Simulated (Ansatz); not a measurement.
**Rh: from a trial structure to a relaxed crystal**

Level of theory: Ansatz 0.2.0, DFT PBEsol, scalar-relativistic, plane waves, PAW. Cutoff 420 eV, Γ-centred k mesh, Gaussian smearing, no spin polarisation in the final step.

Rh was placed on the simple hexagonal structure type (P6/mmm, No. 191), at a guessed volume.

```
Rh
1.0
     2.58690    0.00000    0.00000
    -1.29345    2.24032    0.00000
     0.00000    0.00000    2.41714
Rh
1
Direct
  0.00000 0.00000 0.00000
```

Cell and atoms relax at zero pressure; the relaxation can't lower the symmetry of the start. After a coarse first stage the cell is made exact in the group found at 0.06 Å.

Energies count from the standard state of Rh at the same level.

(1) Which crystal results?

(2) What are its volume, energy, density and gap?

Answers

(1) It keeps P6/mmm (No. 191). The result has the simple hexagonal structure. Conventional cell: a = 2.602 Å, c = 2.505 Å. Rh has 8 Rh at 2.51–2.60 Å.

```cif
data_structure
_symmetry_space_group_name_H-M 'P6/mmm'
_symmetry_Int_Tables_number 191
_cell_length_a 2.6022
_cell_length_b 2.6022
_cell_length_c 2.5054
_cell_angle_alpha 90.000
_cell_angle_beta 90.000
_cell_angle_gamma 120.000
_cell_volume 14.69
loop_
_atom_site_label
_atom_site_type_symbol
_atom_site_symmetry_multiplicity
_atom_site_Wyckoff_symbol
_atom_site_fract_x
_atom_site_fract_y
_atom_site_fract_z
_atom_site_occupancy
Rh1 Rh 1 a 0.00000 0.00000 0.00000 1
```

(2) The volume per atom is 14.69 Å³ and the density is 11.63 g/cm³. The energy over the standard structure is 0.55 eV/atom and the gap on the 24×24×22 mesh is 0 eV (a metal).

The final run used a 24×24×22 mesh on its 1-atom cell and 0.10 eV smearing. For metals, differences of a few meV/atom aren't resolved. A structure relaxed within its symmetry needn't be a true minimum.